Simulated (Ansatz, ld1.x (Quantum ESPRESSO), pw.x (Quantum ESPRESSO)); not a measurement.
**Equation-of-state test of one RRKJ potential (phosphorus)**

```
Element                 : P
Generator               : ld1.x (Quantum ESPRESSO) 7.5
Type                    : norm-conserving RRKJ (Kleinman–Bylander form)
Functional              : PBEsol
Relativity              : scalar-relativistic
Frozen core             : [Ne]
Valence charge          : 5
Reference configuration : 3s2 3p3
Partial waves           : 3p (bound): rc 1.50 bohr; 3d channel at 0.3 Ry: rc 1.70 bohr; 3s (bound): rc 1.60 bohr
Local potential         : the s channel
Core correction         : a·sin(br)/r model core inside 1.55 bohr
rho0                    : 0.001
```

Atomic tests: cutoffs needed: 30 Ry and 50 Ry (the cutoffs (Ry, on a coarse ladder) from which the occupation-weighted sum of valence levels, in a spherical-Bessel basis at the reference potential, stays within 10 and 1 mRy of its value at 400 Ry); ghost test: no extra level below or beside the all-electron valence levels (p, d, s, f tested) (spherical-Bessel basis up to 400 Ry, 20 bohr box); largest excitation error: +150 meV (all-electron minus pseudo) for 3s1 3p0, out of 7 test configurations.

Crystal test: fcc P in pw.x 7.5, no spin, 15³ k-points, Fermi–Dirac smearing 0.01 Ry, cutoffs 60/240 Ry. The reference is all-electron LAPW (Ansatz 0.2.0) with the same functional, mesh and smearing; V0 and B0 come from Birch–Murnaghan fits to the pressures at five volumes. Errors are pseudo minus all-electron; Δ is the rms difference of the E(V) curves that follow from these fits, minima aligned, over ±6 % about the mean V0. Mesh and smearing are coarse, so the numbers serve the comparison and aren't converged zero-temperature values; the lattice is a test structure that the element need not adopt.

```csv
V (Å³/atom),P all-electron (GPa),P pseudo (GPa)
13.391,5.09,5.00
13.744,2.06,1.96
14.096,-0.60,-0.71
14.448,-2.97,-3.08
14.801,-5.09,-5.20
```

All-electron: a0 = 3.827 Å (V0 = 14.01 Å³/atom), B0 = 103.0 GPa.

Pseudopotential: mean pressure error (GPa): -0.10; a0 (Å): 3.826; a0 error (%): -0.03; B0 error (%): +0.5; Δ (meV/atom): 0.3.

Question: At the middle volume, how do free energy and pressure move when the wave cutoff is lowered (ecutrho kept at four times it)?

Answer:

```csv
cutoff (Ry),shift of F (meV/atom),shift of P (GPa)
27,+146.5,-1.51
36,+59.1,-2.09
48,+6.6,-0.57
```

The run at the middle volume (120 k-points, 5 iterations) took about 6.3 s on one core of a shared host (Neoverse-V1, 32 threads, 247 GiB, load 12).
